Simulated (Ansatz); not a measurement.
**LiAlH2: one structure at several levels**

The atoms stand at a structure displaced at random from a GFN2-xTB minimum. How far do the functionals agree with CCSD(T) there?

The runs use Ansatz 0.2.0, Gaussian basis; single points in def2-TZVPP.

Correlated methods freeze the cores. The outer core shell of Li, Na, Mg and K is correlated.

### Step 1. The starting structure

SMILES `[Li][AlH2]`, 4 atoms, charge 0, spin multiplicity 1.

Atoms are counted from 1 here; the program's logs count them from 0.

Bond lengths: Al2–H3 1.529 Å, Al2–H4 1.505 Å. Angles: H3–Al2–H4 105.9°.

Geometry (Å):

```mol
AlH2Li
  3D, bonds by distance, orders not assigned

  4  2  0  0  0  0  0  0  0  0999 V2000
   -2.3415   -0.7419    0.3023 Li  0  0
    0.1907    0.0970    0.0741 Al  0  0
    1.3707   -0.6661    0.6756 H   0  0
    0.7838    1.0395   -0.9386 H   0  0
  2  3  8  0
  2  4  8  0
M  END
```

### Step 2. CCSD(T)/def2-TZVPP

run/in.yaml reads:

```yaml
crystal:
  periodic: [false, false, false]
  atoms:
    - {symbol: Li, position_ang: [-2.341500, -0.741900, 0.302300]}
    - {symbol: Al, position_ang: [0.190700, 0.097000, 0.074100]}
    - {symbol: H, position_ang: [1.370700, -0.666100, 0.675600]}
    - {symbol: H, position_ang: [0.783800, 1.039500, -0.938600]}
basis:
  gaussian: {orbitals: def2-TZVPP}
correlation: {method: ccsd_t}
output: {forces: true}
```

No record of the launch command was kept for these runs.

### Step 3. PBE0-D4/def2-TZVPP

Edit run/in.yaml of step 2 so:

```diff
@@ -9,3 +9,3 @@
   gaussian: {orbitals: def2-TZVPP}
-correlation: {method: ccsd_t}
-output: {forces: true}
+hamiltonian: {xc: pbe0, dispersion: d4}
+output: {forces: true, orbitals: {seedname: orbitals}}
```

### Step 4. wB97M-V/def2-TZVPP

Edit run/in.yaml of step 3 so:

```diff
@@ -9,3 +9,3 @@
   gaussian: {orbitals: def2-TZVPP}
-hamiltonian: {xc: pbe0, dispersion: d4}
-output: {forces: true, orbitals: {seedname: orbitals}}
+hamiltonian: {xc: {name: wB97M-V}}
+output: {forces: true}
```

### Step 5. r2SCAN-D4/def2-TZVPP

Edit run/in.yaml of step 4 so:

```diff
@@ -9,3 +9,3 @@
   gaussian: {orbitals: def2-TZVPP}
-hamiltonian: {xc: {name: wB97M-V}}
+hamiltonian: {xc: r2scan, dispersion: d4}
 output: {forces: true}
```

### Step 6. PBE-D4/def2-TZVPP

Edit run/in.yaml of step 5 so:

```diff
@@ -9,3 +9,3 @@
   gaussian: {orbitals: def2-TZVPP}
-hamiltonian: {xc: r2scan, dispersion: d4}
+hamiltonian: {xc: pbe, dispersion: d4}
 output: {forces: true}
```

### Step 7. HSE06-D4/def2-TZVPP

Edit run/in.yaml of step 6 so:

```diff
@@ -9,3 +9,3 @@
   gaussian: {orbitals: def2-TZVPP}
-hamiltonian: {xc: pbe, dispersion: d4}
+hamiltonian: {xc: hse06, dispersion: d4}
 output: {forces: true}
```

### Step 8. CAM-B3LYP-D4/def2-TZVPP

Edit run/in.yaml of step 7 so:

```diff
@@ -9,3 +9,3 @@
   gaussian: {orbitals: def2-TZVPP}
-hamiltonian: {xc: hse06, dispersion: d4}
+hamiltonian: {xc: {name: CAM-B3LYP}, dispersion: d4}
 output: {forces: true}
```

(Steps that only read results are left out.)

Before running it: what results should come out? Wanted: energy less free atoms, CCSD(T)/def2-TZVPP; RMS force component; RMS force error; HOMO and LUMO, PBE0-D4; T1 diagnostic.

**Answer**, as computed:

| quantity | value |
| --- | --- |
| energy less free atoms, CCSD(T)/def2-TZVPP | -669.3 kJ/mol |
| RMS force component | 0.720 to 0.815 eV/Å over the methods |
| RMS force error | PBE0-D4 0.022, wB97M-V 0.044, r2SCAN-D4 0.026, PBE-D4 0.068, HSE06-D4 0.024, CAM-B3LYP-D4 0.044 eV/Å |
| HOMO and LUMO, PBE0-D4 | -4.93 and -1.49 eV |
| T1 diagnostic | 0.010 |

**Reading.** Against CCSD(T) the functionals' energies less atoms differ by -18.7 to +15.6 kJ/mol, PBE-D4 by +15.6 kJ/mol. A larger basis would deepen the CCSD(T) value, while the functionals are nearly converged already, so the order here is not reliable. On forces the order runs from PBE0-D4 to PBE-D4. Frozen-core CCSD(T) forces in triple zeta carry basis errors of their own, and this is one geometry, so small gaps rank nothing. The restricted Hartree–Fock reference is unstable towards an unrestricted one at one or more of these structures.
